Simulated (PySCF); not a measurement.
Acetamide, C₂H₅NO.
Bonds: C1–C2, C2–N3, C2–O4 (double). Hydrogens: H5, H6, H7 on C1; H8, H9 on N3.

Torsions of this conformer, `[CH3:1][C:2]([NH2:3])=[O:4]`: H–N3–C2–C1 -179°, H–N3–C2–C1 -1°.

The closed-shell ground state was solved at several levels (PySCF, density fitting, gas phase, non-relativistic). Geometry: GFN2-xTB; no solvent, vibrations or thermal averaging.

```json
{"level": "PBE0/pcSseg-1", "basis functions": "93", "total energy (Eh)": "-208.9590", "HOMO (eV)": "-7.28", "LUMO (eV)": "0.95", "gap (eV)": "8.23", "dipole (D)": "3.96"}
{"level": "B3LYP/pcJ-1", "basis functions": "158", "total energy (Eh)": "-209.2324", "HOMO (eV)": "-6.99", "LUMO (eV)": "0.68", "gap (eV)": "7.67", "dipole (D)": "3.94"}
```

Estimate the row for PBE0/def2-SVPD, a basis of 123 functions; the other rows only guide the guess.

Total energy -208.8446 Eh, HOMO -7.42 eV, LUMO 0.49 eV, gap 7.91 eV, dipole 4.00 D.

Over all these levels, which gives the widest orbital gap and which the narrowest?

PBE0/pcSseg-1 (global hybrid, 25 % exact exchange) has the widest, 8.23 eV, and B3LYP/pcJ-1 (global hybrid, 20 % exact exchange) the narrowest, 7.67 eV. Functional and basis both differ between the two, so the spread mixes both effects.

How far do the dipole and the HOMO energy spread over the levels?

The dipole runs from 3.94 to 4.00 D (mean 3.96 D) and the HOMO from -7.42 to -6.99 eV.
